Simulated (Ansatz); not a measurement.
# Iodine (solid I2 (Cmce)) across density functionals

All rows: Ansatz, plane waves with scalar-relativistic PAW, 420 eV (500 eV for the SCAN forms), relaxed under each functional, no dispersion correction, no zero-point motion. B₀ comes from uniform scaling at fixed shape; a dash is a value not given.

The measured cell (COD entry 4511285) has a = 7.159 Å, b = 4.691 Å, c = 9.801 Å, 41.15 Å³/atom.

```json
{"functional": "PBE", "V (Å³/atom)": "50.79", "cell": "a = 8.938 Å, b = 4.603 Å, c = 9.876 Å", "magnetic state": "spin not included"}
{"functional": "r²SCAN", "V (Å³/atom)": "44.25", "cell": "a = 7.740 Å, b = 4.625 Å, c = 9.889 Å", "magnetic state": "spin not included"}
{"functional": "LDA", "V (Å³/atom)": "36.99", "cell": "a = 7.177 Å, b = 4.283 Å, c = 9.627 Å", "magnetic state": "spin not included"}
```

Question: What does PBEsol give?

Answer: V (Å³/atom): 39.73; cell: a = 7.516 Å, b = 4.347 Å, c = 9.728 Å; magnetic state: spin not included.

Question: Which functional comes closest to the measured volume?

Answer: PBEsol, off by -3.4 %. The measured value holds thermal expansion and zero-point motion, which the calculations lack.

Some functionals expand this cell far past the measured one.
